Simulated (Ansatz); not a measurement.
`CC(O)(F)CO` + H₂ → `CC(O)CO` + H–F  (hydrogenolysis of a C–F bond)

Program: Ansatz. Geometries: PBE0-D4/def2-TZVP. ΔE: electronic, gas phase. CCSD(T)/CBS adds triple-zeta CCSD(T) − MP2 to the extrapolated MP2 energy (def2 sets, frozen cores). This one scheme is used for every species. One conformer a species, not always the lowest.

| species | MP2/CBS(def2) energy (Eh) |
| --- | --- |
| `CC(O)(F)CO` | -368.43715 |
| H₂ | -1.16771 |
| `CC(O)CO` | -269.23986 |
| H–F | -100.38702 |

Question: Work out ΔE.

Answer: ΔE = (-269.23986) + (-100.38702) − (-368.43715) − (-1.16771) = -0.02202 Eh = -0.60 eV. CCSD(T)/CBS gives -0.54 eV.

Largest T1 diagnostic among the species: 0.011.

From PBE to PBE0 (25 % exact exchange), in def2-TZVPP and without D4, ΔE moves by −0.06 eV. The D4 term adds +0.03 eV with B3LYP and +0.02 eV with PBE0; it sums over pairs of atoms, weighted by their polarisabilities, and B3LYP, whose exchange is more repulsive, gets the larger term.

B3LYP here is the variant with VWN-RPA as its local correlation; programs differ in this.
